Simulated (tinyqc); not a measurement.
UHF in the sto-3g basis, for BH2, spin multiplicity 2, step by step (part 2 of 2). Computed by tinyqc, a small Python program that keeps every step (integrals from PySCF). Command: `OMP_NUM_THREADS=1 python tinyqc.py 23916 23917 out.jsonl` (the two numbers bound the seeds that draw the settings). One thread of a shared host (Intel(R) Xeon(R) Processor @ 2.60GHz), about 0.1 s of CPU time with the checks.

Geometry (angstrom):
```
atom,x,y,z
B,0.0000,0.0000,0.0000
H,0.0000,1.4380,0.6290
H,0.0000,-1.4380,0.6290
```

## Iteration 20 (converged): orbitals

converged F(alpha) (hartree), lower triangle:
```
,1B 1s,1B 2s,1B 2px,1B 2py,1B 2pz,2H 1s,3H 1s
1B 1s,-7.3963
1B 2s,-2.1714,-1.0565
1B 2px,0.0000,0.0000,0.2404
1B 2py,0.0000,0.0000,0.0000,-0.0493
1B 2pz,-0.0059,0.0927,0.0000,0.0000,-0.1381
2H 1s,-0.2374,-0.3544,0.0000,-0.2831,-0.1445,-0.2448
3H 1s,-0.2374,-0.3544,0.0000,0.2831,-0.1445,-0.0326,-0.2448
```

converged F(beta) (hartree), lower triangle:
```
,1B 1s,1B 2s,1B 2px,1B 2py,1B 2pz,2H 1s,3H 1s
1B 1s,-7.3689
1B 2s,-2.1546,-0.8820
1B 2px,0.0000,0.0000,0.2875
1B 2py,0.0000,0.0000,0.0000,-0.0059
1B 2pz,-0.0061,-0.1568,0.0000,0.0000,0.2895
2H 1s,-0.2341,-0.3551,0.0000,-0.2769,-0.1125,-0.1993
3H 1s,-0.2341,-0.3551,0.0000,0.2769,-0.1125,-0.0231,-0.1993
```

X:
```
,1,2,3,4,5,6,7
1B 1s,-0.4477,0.0000,0.7067,0.0000,-0.5508,0.0000,0.2883
1B 2s,0.9729,0.0000,-0.2451,0.0000,-0.2226,0.0000,0.5228
1B 2px,0.0000,0.0000,0.0000,1.0000,0.0000,0.0000,0.0000
1B 2py,0.0000,0.9524,0.0000,0.0000,0.0000,0.5970,0.0000
1B 2pz,0.3405,0.0000,0.6525,0.0000,0.6896,0.0000,0.1778
2H 1s,-0.6182,-0.6913,-0.2691,0.0000,0.2142,0.4112,0.3560
3H 1s,-0.6182,0.6913,-0.2691,0.0000,0.2142,-0.4112,0.3560
```

Diagonalise F' = X^T F X, C = X C', fill 4 alpha and 3 beta electrons from the bottom; D(s) = C_occ C_occ^T. Each column has its largest component positive (the first on a tie).

F' = X^T F X (alpha) (hartree), lower triangle:
```
,1,2,3,4,5,6,7
1,-0.0444
2,0.0000,0.4981
3,1.1604,0.0000,-2.9504
4,0.0000,0.0000,0.0000,0.2404
5,-0.8078,0.0000,2.6755,0.0000,-2.8497
6,0.0000,0.1045,0.0000,0.0000,0.0000,-0.3674
7,0.6030,0.0000,-1.9315,0.0000,1.9905,0.0000,-2.0137
```

orbital energies (alpha) (hartree): MO1 -7.4015, MO2 -0.5583, MO3 -0.3799, MO4 -0.2739, MO5 0.2404, MO6 0.3756, MO7 0.5105

coefficients C (alpha):
```
,MO1,MO2,MO3,MO4,MO5,MO6,MO7
1B 1s,0.9917,-0.2503,0.0000,0.0904,0.0000,-0.1789,0.0000
1B 2s,0.0304,0.7840,0.0000,-0.3834,0.0000,0.7531,0.0000
1B 2px,0.0000,0.0000,0.0000,0.0000,1.0000,0.0000,0.0000
1B 2py,0.0000,0.0000,0.4802,0.0000,0.0000,0.0000,1.0163
1B 2pz,0.0015,-0.0850,0.0000,0.7948,0.0000,0.6402,0.0000
2H 1s,-0.0043,0.2886,0.4901,0.3384,0.0000,-0.6552,-0.6379
3H 1s,-0.0043,0.2886,-0.4901,0.3384,0.0000,-0.6552,0.6379
```

F' = X^T F X (beta) (hartree), lower triangle:
```
,1,2,3,4,5,6,7
1,0.0168
2,0.0000,0.5556
3,1.0657,0.0000,-2.6876
4,0.0000,0.0000,0.0000,0.2875
5,-0.9303,0.0000,2.9374,0.0000,-2.5261
6,0.0000,0.1085,0.0000,0.0000,0.0000,-0.3337
7,0.6016,0.0000,-1.9652,0.0000,1.9578,0.0000,-1.9687
```

orbital energies (beta) (hartree): MO1 -7.3735, MO2 -0.4845, MO3 -0.3467, MO4 0.2736, MO5 0.2875, MO6 0.4188, MO7 0.5686

coefficients C (beta):
```
,MO1,MO2,MO3,MO4,MO5,MO6,MO7
1B 1s,0.9923,-0.2161,0.0000,-0.2067,0.0000,-0.1104,0.0000
1B 2s,0.0283,0.6569,0.0000,0.8067,0.0000,0.4965,0.0000
1B 2px,0.0000,0.0000,0.0000,0.0000,1.0000,0.0000,0.0000
1B 2py,0.0000,0.0000,0.4790,0.0000,0.0000,0.0000,1.0169
1B 2pz,0.0024,0.1727,0.0000,-0.5315,0.0000,0.8582,0.0000
2H 1s,-0.0042,0.3567,0.4908,-0.4437,0.0000,-0.5505,-0.6373
3H 1s,-0.0042,0.3567,-0.4908,-0.4437,0.0000,-0.5505,0.6373
```

D(alpha) after iteration 20, lower triangle:
```
,1B 1s,1B 2s,1B 2px,1B 2py,1B 2pz,2H 1s,3H 1s
1B 1s,1.0543
1B 2s,-0.2008,0.7625
1B 2px,0.0000,0.0000,0.0000
1B 2py,0.0000,0.0000,0.0000,0.2306
1B 2pz,0.0946,-0.3713,0.0000,0.0000,0.6390
2H 1s,-0.0460,0.0964,0.0000,0.2354,0.2444,0.4380
3H 1s,-0.0460,0.0964,0.0000,-0.2354,0.2444,-0.0423,0.4380
```

D(beta) after iteration 20, lower triangle:
```
,1B 1s,1B 2s,1B 2px,1B 2py,1B 2pz,2H 1s,3H 1s
1B 1s,1.0314
1B 2s,-0.1139,0.4323
1B 2px,0.0000,0.0000,0.0000
1B 2py,0.0000,0.0000,0.0000,0.2295
1B 2pz,-0.0350,0.1135,0.0000,0.0000,0.0298
2H 1s,-0.0813,0.2342,0.0000,0.2351,0.0616,0.3682
3H 1s,-0.0813,0.2342,0.0000,-0.2351,0.0616,-0.1137,0.3682
```

## Convergence

Stop when the energy changes by less than 1e-09 hartree and every element of the error matrix X^T (F D S - S D F) X (for each spin) is below 9e-06.

Course of the cycle:
```
iteration,E (hartree),change,largest element of the error matrix
1,-7.252553,-,1.13e-01
2,-23.999286,-1.67e+01,2.36e-01
3,-24.176285,-1.77e-01,2.22e-01
4,-24.132999,4.33e-02,2.30e-01
5,-24.670224,-5.37e-01,2.84e-01
6,-25.197528,-5.27e-01,1.38e-01
7,-25.274826,-7.73e-02,3.47e-02
8,-25.277290,-2.46e-03,1.25e-02
9,-25.277917,-6.27e-04,2.27e-03
10,-25.277966,-4.89e-05,1.35e-03
11,-25.277987,-2.05e-05,1.08e-03
12,-25.278034,-4.69e-05,3.62e-04
13,-25.278039,-5.50e-06,1.81e-04
14,-25.278040,-5.21e-07,6.64e-05
15,-25.278040,-4.07e-08,1.80e-05
16,-25.278040,-4.41e-09,1.09e-05
17,-25.278040,-1.39e-09,9.40e-06
18,-25.278040,-1.19e-09,6.39e-06
19,-25.278040,-1.07e-09,4.32e-06
20,-25.278040,-5.56e-10,2.01e-06
```

PySCF UHF in the same basis, after a stability check = -25.278040 hartree

Converged in 20 iterations.

## Populations, bond orders and dipole

overlap S, lower triangle:
```
,1B 1s,1B 2s,1B 2px,1B 2py,1B 2pz,2H 1s,3H 1s
1B 1s,1.0000
1B 2s,0.2693,1.0000
1B 2px,0.0000,0.0000,1.0000
1B 2py,0.0000,0.0000,0.0000,1.0000
1B 2pz,0.0000,0.0000,0.0000,0.0000,1.0000
2H 1s,0.0285,0.3012,0.0000,0.3191,0.1396,1.0000
3H 1s,0.0285,0.3012,0.0000,-0.3191,0.1396,0.0236,1.0000
```

Mulliken: Z minus the diagonal of D S on the atom; Loewdin: the same with S^(1/2) D S^(1/2); Mayer order: 2 sum_s sum (D(s) S)_ij (D(s) S)_ji over the two atoms.

Charges (e):
```
atom,Mulliken,Loewdin,Mulliken spin
1B,0.1826,0.1754,0.8868
2H,-0.0913,-0.0877,0.0566
3H,-0.0913,-0.0877,0.0566
```

Mayer bond orders:
```
pair,order
2-1,0.9631
3-1,0.9631
3-2,0.0254
```

dipole moment about the origin, x y z (debye): 0.0000  0.0000  -0.1978

<S^2> of the determinant (pure state: 0.75) = 0.7508
